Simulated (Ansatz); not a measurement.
Ansatz (an electronic-structure program) input (FCI/STO-3G):

Ansatz 0.2 input:
```yaml
crystal:
  periodic: [false, false, false]
  atoms:
    - {symbol: Cl, position_ang: [-0.00000000, -0.00000000, -0.47382943]}
    - {symbol: O, position_ang: [0.00000000, 0.00000000, 1.00688754]}
basis:
  gaussian:
    orbitals: STO-3G
total_charge: 1
magnetization: {spin_polarized: true, initial_magnetization: 2}
correlation: {method: fci, electrons: outside_noble_gas}
```

End of the output:

```
integrals: 0.00 GiB planned
222 factors; integrals over basis functions are off by at most 3.9e-8 eV
mean field: 0.04 GiB planned
mean field evaluation 1: about -14365.2395 eV, gradient 9.3e0 eV
mean field evaluation 2: about -14365.2931 eV, gradient 9.3e0 eV
mean field evaluation 4: about -14366.3464 eV, gradient 2.6e0 eV
mean field evaluation 8: about -14366.5999 eV, gradient 1.7e-2 eV
mean field -14366.59993975 eV, -527.9628097544 hartree, gradient 1.3e-6 eV, S^2 2.011977; 0 other end points of the search recorded, 0 dependent functions left out
mean field evaluation 16: about -14366.5147 eV, gradient 3.6e-1 eV
6 core orbitals not correlated
reference -14366.51470007 eV, -527.9596772542 hartree; 7, 5 occupied and 1, 3 virtual orbitals, 222 factors
configuration interaction: 0.00 GiB planned
state -14368.61759257 eV, -528.0369571281 hartree
Total energy: -14368.61759257 eV, -528.0369571281 hartree
```
